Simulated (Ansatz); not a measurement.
**SiNH₅: ionisation energy by level of theory**

Aim: the vertical ionisation energy of SiNH₅, as cation minus neutral at the neutral's geometry, on several levels, and how well −ε(HOMO) stands in for it.

The runs use Ansatz 0.2.0, Gaussian basis; unrestricted cation, the program's frozen cores in correlated methods.

Levels to be run: UKS PBE-D4/def2-TZVPP; UKS r2SCAN-D4/def2-TZVPP; UKS PBE0-D4/def2-TZVPP; UKS B3LYP-D4/def2-TZVPP; UKS wB97X-V/def2-TZVPP; UKS wB97M-V/def2-TZVPP; UKS B2PLYP/def2-TZVPP; UHF-CCSD(T)/def2-TZVPP; UHF-MP2/def2-QZVPP; extrapolation to the limit; then −ε(HOMO) from the neutral's earlier runs with LDA (SPW92), PBE-D4, revPBE-D4, BLYP-D4, r2SCAN-D4, B97M-V, PBE0-D4, B3LYP-D4, r2SCANh-D4, r2SCAN0-D4, HSE06-D4, BHLYP-D4, CAM-B3LYP-D4, LC-ωPBE, ωB97X-V, ωB97M-V.

### 1 Structure used throughout

All runs share one geometry, relaxed beforehand with PBE0-D4 in a triple-zeta def2 set.

7 atoms, charge 0, spin multiplicity 1.

Atoms are counted from 1 here; the program's logs count them from 0.

Bond lengths: N1–Si2 1.720 Å, N1–H3 1.007 Å, N1–H4 1.007 Å, Si2–H5 1.486 Å, Si2–H6 1.494 Å, Si2–H7 1.486 Å. Angles: Si2–N1–H3 119.6°, Si2–N1–H4 119.6°, H3–N1–H4 110.7°, N1–Si2–H5 107.9°, N1–Si2–H6 116.0°, N1–Si2–H7 107.9°, H5–Si2–H6 107.3°, H5–Si2–H7 110.5°, H6–Si2–H7 107.3°.

### 2 Cation, UKS PBE-D4/def2-TZVPP

Contents of in.yaml:

```yaml
crystal:
  periodic: [false, false, false]
  atoms:
    - {symbol: N, position_ang: [-0.097708, -1.071027, -0.020896]}
    - {symbol: Si, position_ang: [0.128020, 0.632596, -0.095040]}
    - {symbol: H, position_ang: [-1.017741, -1.457766, -0.157438]}
    - {symbol: H, position_ang: [0.419035, -1.612875, 0.652936]}
    - {symbol: H, position_ang: [-0.528044, 1.126499, -1.333240]}
    - {symbol: H, position_ang: [-0.431496, 1.416634, 1.047139]}
    - {symbol: H, position_ang: [1.589234, 0.897941, -0.139161]}
basis:
  gaussian: {orbitals: def2-TZVPP}
total_charge: 1
magnetization: {spin_polarized: true, initial_magnetization: 1}
hamiltonian: {xc: pbe, dispersion: d4}
```

On the command line:

```bash
> ansatz run in.yaml --threads 4 --pin off --events-out ev --progress --plain --max-ram 10444MiB
```

The runs that follow: Cation, UKS r2SCAN-D4/def2-TZVPP; Cation, UKS PBE0-D4/def2-TZVPP; Cation, UKS B3LYP-D4/def2-TZVPP; Cation, UKS wB97X-V/def2-TZVPP; Cation, UKS wB97M-V/def2-TZVPP; Cation, UKS B2PLYP (frozen core)/def2-TZVPP; Cation, UHF-CCSD(T)/def2-TZVPP; Cation, UHF-MP2/def2-QZVPP.

**Question.** What will the summary of the whole plan be? Wanted: ionisation energy, CCSD(T)/CBS; nearest functional by difference; nearest −ε(HOMO); −ε(HOMO) of PBE; T1 of the cation.

**Answer**, as computed:

| quantity | value |
| --- | --- |
| ionisation energy, CCSD(T)/CBS | 10.19 eV |
| nearest functional by difference | ωB97X-V (-0.17 eV) |
| nearest −ε(HOMO) | LC-ωPBE (+0.07 eV) |
| −ε(HOMO) of PBE | 6.00 eV |
| T1 of the cation | 0.034 |

In words: By cation minus neutral, the functionals miss by 0.52 eV at most. −ε(HOMO) of PBE misses by 4.2 eV, since self-interaction lifts the level. Among orbital estimates LC-ωPBE comes nearest. Hartree-Fock falls 1.44 eV short, as the neutral has more correlation energy than the cation. The cation's T1 (from the report) is 0.034, near the customary mark of 0.045 for open shells, so the coupled-cluster value is less safe.
